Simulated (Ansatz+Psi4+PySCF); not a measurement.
The numbers below are computed, except where a source is named.
Input for PySCF 2.14.0:

```python
from pyscf import gto, scf, mp

mol = gto.M(atom="""
N -0.016930 -0.005360 -1.241170
N -0.014870 -0.008610 -0.071080
O -0.015850 -0.002470 1.143170
""", basis='aug-cc-pvtz', charge=-1, spin=1)
mf = scf.UHF(mol)
mf.kernel()
pt = mp.MP2(mf, frozen=3).run()
print(mf.e_tot, pt.e_corr, pt.e_tot)
```

The script is written out from the run's settings.

Results

```json
{
  "Converged": "yes",
  "Reference energy": "-183.66791 hartree",
  "Correlation energy": "-0.68503 hartree",
  "Total energy": "-184.35294 hartree",
  "Spin squared of the determinant": "0.751"
}
```

Messages of the program:
```
WARN: HOMO 0.0625876889304954 >= LUMO 0.0625876889304954
WARN: HOMO 0.0625876889304954 >= LUMO 0.0625876889304954
```

The reference isn't the lowest determinant (another lies 0.06 eV lower), but the same method gives a higher total on the lower determinant.
